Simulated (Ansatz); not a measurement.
Strength of the C–C bond: C2H8N2 → 2 CH4N

Species: C2H8N2 (ethylenediamine) `NCCN`, singlet; CH4N `[CH2]N`, doublet. 

Shapes, held fixed at every level: PBE0-D4/def2-TZVP. Flexible molecules stand in one conformer, not always the lowest. Programs: Ansatz 0.2.0. The zero-point and thermal change to 298 K, harmonic and unscaled (PBE0-D4/def2-TZVP), is -21.3 kJ/mol.

| level | kind | ΔH(298 K) (kJ/mol) | less CCSD(T)/CBS estimate |
| --- | --- | --- | --- |
| HF/def2-SVP | Hartree–Fock | +214.7 | -103.4 |
| HF/def2-TZVPP | Hartree–Fock | +204.7 | -113.4 |
| PBE0-D4/def2-TZVPP | global hybrid | +296.2 | -21.9 |
| wB97X-V/def2-TZVPP | range-separated hybrid | +307.3 | -10.8 |
| CCSD/def2-SVP | coupled cluster or CI | +307.3 | -10.8 |
| CCSD(T)/def2-TZVPP | coupled cluster or CI | +312.4 | -5.7 |
| CCSD/def2-TZVPP | coupled cluster or CI | +303.9 | -14.2 |
| CCSD(T)/CBS estimate | coupled cluster or CI | +318.1 | 0.0 |

The highest level, CCSD(T)/CBS estimate, gives ΔH(298 K) = +318.1 kJ/mol; the levels span +204.7 to +318.1. The column of differences is taken from that level and isn't an error. Hartree–Fock misses the correlation of the pair that is broken and comes out low. No measured value is set beside it here. Open shells run unrestricted unless RO is named. The CBS estimate extrapolates MP2 from def2-TZVPP and def2-QZVPP and adds CCSD(T) − MP2 in the triple-zeta set, cores frozen.
